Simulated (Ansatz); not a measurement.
## CH4⁺, doublet: reading a ladder of total energies

Geometry: a point of a stretch scan, not a stationary point.

```xyz
5

C     0.0377   -0.0776    0.0783
H     0.4023    0.6724    0.8263
H    -0.3365   -0.8226    0.8265
H    -0.9240    1.9035   -1.9205
H     0.4094   -0.8288   -0.6650
```

Basis 6-31G; Ansatz 0.2.0. Only valence electrons are correlated (noble-gas cores frozen), which leaves 7 electrons in 16 orbitals. Prefix R: restricted or restricted open-shell reference; prefix U: unrestricted.

Full CI is exact within this basis and frozen core; it isn't the basis-set limit. The frozen core follows each run's orbitals, which can shift R against U totals by a few meV.

Runs differ by some tens of microhartree through their thresholds and, for an open shell, their frozen cores, so steps under 0.1 kcal/mol mean nothing.

| level | total energy (hartree) |
| --- | --- |
| UHF | -39.650013 |
| UMP2 | -39.720139 |
| UCCSD | -39.740269 |
| UCCSD(T) | -39.741221 |
| UCCSDT | -39.741479 |
| UCCSDT(Q) | -39.741544 |
| UCCSDTQ | -39.741556 |
| full CI | -39.741559 |

Question: What is the correlation energy at full CI, and what share of it do UMP2 and UCCSD recover?

Answer: E(corr) = -39.741559 − (-39.650013) = -0.091546 hartree = -2.491 eV. UMP2: -0.070126 / -0.091546 = 76.60 %. UCCSD: -0.090256 / -0.091546 = 98.59 %.

Question: By how many kcal/mol does UCCSD(T) miss full CI (1 hartree = 627.509 kcal/mol), and which steps make up the rest?

Answer: -39.741221 − (-39.741559) = 0.000338 hartree = 0.21 kcal/mol. Steps: UCCSDT − UCCSD(T) = -0.16, UCCSDT(Q) − UCCSDT = -0.04, UCCSDTQ − UCCSDT(Q) = -0.01, full CI − UCCSDTQ = 0.00 kcal/mol. That is within 1 kcal/mol of the reference in this basis, which itself misses far more of the correlation at the basis-set limit.
